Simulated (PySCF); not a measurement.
# Name the molecule from its bond curve

A diatomic of charge +1 contains O. Its doublet curve at PBE0 in a triple-zeta basis (no relativity, PySCF), in eV from the separated fragments:

```json
{"R (Å)": "0.953", "E (eV)": "-6.245"}
{"R (Å)": "0.997", "E (eV)": "-7.549"}
{"R (Å)": "1.042", "E (eV)": "-8.282"}
{"R (Å)": "1.075", "E (eV)": "-8.546"}
{"R (Å)": "1.108", "E (eV)": "-8.619"}
{"R (Å)": "1.141", "E (eV)": "-8.542"}
{"R (Å)": "1.186", "E (eV)": "-8.261"}
{"R (Å)": "1.241", "E (eV)": "-7.711"}
{"R (Å)": "1.307", "E (eV)": "-6.880"}
{"R (Å)": "1.396", "E (eV)": "-5.654"}
```

The fit gives ωe = 2335 cm⁻¹ and the rotational constant Bₑ = 2.009 cm⁻¹.

Task: Which atom is the partner?

Result: The minimum lies at 1.106 Å, so the reduced mass is 16.8576 u Å² cm⁻¹/(Bₑ·Re²) = 6.860 u. With O at 15.99 u the partner weighs about 12.0 u: C. The molecule is CO⁺.

The state was picked by a PBE0 search and need not be the measured ground state.
